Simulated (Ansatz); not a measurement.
Reaction (formal hydrolysis of the Si–N bond): `N[Si]S` + H₂O → `O[Si]S` + NH₃

Calculated with Ansatz (gas phase, PBE0-D4/def2-TZVP geometries, no zero-point term in ΔE). CBS: def2 TZ/QZ extrapolation, frozen cores. Functionals use def2-TZVPP. Each species was taken in one conformer, which may not be the lowest.

| level | ΔE (kcal/mol) | difference from CCSD(T)/CBS |
| --- | --- | --- |
| BHLYP-D4 | -4.5 | -0.9 |
| ωB97X-V | -4.3 | -0.7 |
| LC-ωPBE | -3.5 | 0.1 |
| CCSD/def2-SVP | -2.9 | 0.7 |
| HF/def2-TZVPP | -5.1 | -1.5 |
| CCSD/def2-TZVPP | -4.2 | -0.6 |
| CCSD(T)/def2-TZVPP | -4.2 | -0.6 |
| HF/def2-QZVPP | -5.1 | -1.5 |
| MP2/def2-QZVPP | -3.2 | 0.4 |
| SCS-MP2/def2-QZVPP | -3.8 | -0.2 |
| CCSD(T)/CBS | -3.6 | 0 |

Question: What do rigid-rotor, harmonic-oscillator terms from PBE0-D4/def2-TZVP frequencies (298.15 K, 1 bar) make of the CCSD(T)/CBS value? (Estimate.)

Answer: Computed: ΔZPE = 0.0 kcal/mol, ΔH = -3.7 kcal/mol, ΔS = 2 J/(mol·K), ΔG = -3.8 kcal/mol.

Largest T1 diagnostic among the species: 0.015.

From BLYP to BHLYP (50 % exact exchange), in def2-TZVPP and without D4, ΔE moves by +1.1 kcal/mol. In def2-TZVPP, CCSD(T) changes the Hartree–Fock value by +1.0 kcal/mol (the triples alone add +0.1 kcal/mol) and MP2 by +1.5 kcal/mol.
